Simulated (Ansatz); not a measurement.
**B3LYP/6-31G(d) (Cartesian functions) run of CH2N2 (methanediimine)**

What is the vertical singlet–triplet gap of CH2N2 (methanediimine) at B3LYP/6-31G* (Cartesian functions)? 

Program for the calculation: Ansatz 0.2.0.

50 further runs of the same task are left out: 50 set aside as unsound or not needed.

## 1. The system as given

CH2N2 has 5 atoms, charge 0, and is taken as a singlet. SMILES: `N=C=N`. The shape is that of a PBE0-D4/def2-TZVP optimisation.

Bond lengths: N1–C2 1.217 Å, C2–N3 1.217 Å, N1–H4 1.010 Å, N3–H5 1.010 Å. Angles: N1–C2–N3 171.2°, C2–N1–H4 119.5°, C2–N3–H5 119.5°.

## 2. The energy at B3LYP/6-31G(d) (Cartesian functions)

The input, run.yaml:

```yaml
crystal:
  periodic: [false, false, false]
  atoms:
    - symbol: "N"
      position_ang: [-1.223010, -0.197100, -0.034990]
    - symbol: C
      position_ang: [-0.008090, -0.139620, -0.075660]
    - symbol: N
      position_ang: [1.197320, -0.245880, -0.204970]
    - symbol: H
      position_ang: [-1.767940, 0.622550, -0.262140]
    - symbol: H
      position_ang: [1.801730, -0.039940, 0.577760]
basis:
  gaussian: {orbitals: "6-31G*"}
hamiltonian: {xc: {name: B3LYP}}
accuracy: high
output: {orbitals: {seedname: orbitals}}
```

The run is started by

```console
$ ansatz run run.yaml --threads 1 --pin off --max-ram 3480MiB --events-out events.jsonl --progress --plain --runs-dir runs
```

The log of the run:

```text
Warning: RAYON_NUM_THREADS=1 ignored (pool sized by the plan → 1); use --threads N
Functional definition: B3LYP
  name "B3LYP"
  parameter a0 = 0.2
  parameter ax = 0.72
  parameter ac = 0.81
  exchange = (1 - a0 - ax)*slater_x + ax*b88_x + a0*exact_x
  correlation = (1 - ac)*vwn_rpa_c + ac*lyp_c
1006 factors; integrals over basis functions are off by at most 2.4e-9 eV
mean field evaluation 1: about -4042.8158 eV, gradient 5.4e1 eV
mean field evaluation 2: about -4038.8020 eV, gradient 7.0e1 eV
mean field evaluation 4: about -4048.4497 eV, gradient 1.1e0 eV
mean field evaluation 8: about -4048.4508 eV, gradient 7.0e-3 eV
mean field evaluation 16: about -4048.4508 eV, gradient 4.5e-8 eV
mean field -4048.45082755 eV, -148.7778237738 hartree, gradient 4.5e-8 eV, S^2 0.000000; 0 other end points of the search recorded, 0 dependent functions left out
reference -4048.45085255 eV, -148.7778246927 hartree; 11, 11 occupied and 38, 38 virtual orbitals, 1006 factors
Total energy: -4048.45085255 eV, -148.7778246927 hartree
```

Wall time 1.4 s (1 thread of Arm Neoverse V2, shared host); peak memory 0.12 GiB.

## 3. The triplet, same level

The input, in.yaml:

```yaml
basis:
  gaussian:
    orbitals: "6-31G*"
crystal:
  periodic: [false, false, false]
  atoms:
    - {symbol: N, position_ang: [-1.223010, -0.197100, -0.034990]}
    - {symbol: C, position_ang: [-0.008090, -0.139620, -0.075660]}
    - {symbol: N, position_ang: [1.197320, -0.245880, -0.204970]}
    - {symbol: H, position_ang: [-1.767940, 0.622550, -0.262140]}
    - {symbol: H, position_ang: [1.801730, -0.039940, 0.577760]}
magnetization:
  spin_polarized: true
  initial_magnetization: 2
hamiltonian:
  xc: {name: B3LYP}
accuracy: high
output:
  orbitals: {seedname: orbitals}
```

The run is started by

```console
$ ansatz run in.yaml --threads 1 --pin off --max-ram 3480MiB --events-out events.jsonl --progress --plain --runs-dir runs
```

The log of the run, cut to the lines that bear on the results:

```text
Warning: RAYON_NUM_THREADS=1 ignored (pool sized by the plan → 1); use --threads N
[... 7 set-up lines as earlier in the session ...]
1006 factors; integrals over basis functions are off by at most 2.4e-9 eV
mean field evaluation 1: about -4038.6734 eV, gradient 3.0e1 eV
mean field evaluation 2: about -4038.2971 eV, gradient 3.2e1 eV
mean field evaluation 4: about -4042.4567 eV, gradient 2.0e0 eV
mean field evaluation 8: about -4042.5480 eV, gradient 5.7e-2 eV
mean field evaluation 16: about -4042.5481 eV, gradient 3.3e-3 eV
mean field evaluation 32: about -4042.5034 eV, gradient 1.9e0 eV
mean field -4042.54814863 eV, -148.5609043247 hartree, gradient 1.9e-8 eV, S^2 2.003502; 4 other end points of the search recorded, 0 dependent functions left out
reference -4042.54817368 eV, -148.5609052451 hartree; 12, 10 occupied and 37, 39 virtual orbitals, 1006 factors
Total energy: -4042.54817368 eV, -148.5609052451 hartree
```

Run time: 6.9 s. Hardware: 1 thread of Arm Neoverse V2, shared host; peak memory 0.16 GiB.

## 4. Summary of results

At B3LYP/6-31G* (Cartesian functions):

```
                                        quantity          value
                           singlet: total energy  -148.77782 Eh
                            singlet: HOMO energy       -7.65 eV
                            singlet: LUMO energy        0.85 eV
                          singlet: HOMO–LUMO gap        8.50 eV
                           triplet: total energy  -148.56091 Eh
     triplet: HOMO energy (highest over α and β)       -1.72 eV
                                   triplet: ⟨S²⟩          2.004
vertical energy of the triplet above the singlet       5.903 eV
```

**Reading.** At this shape the triplet lies 5.90 eV (570 kJ/mol) above the singlet.
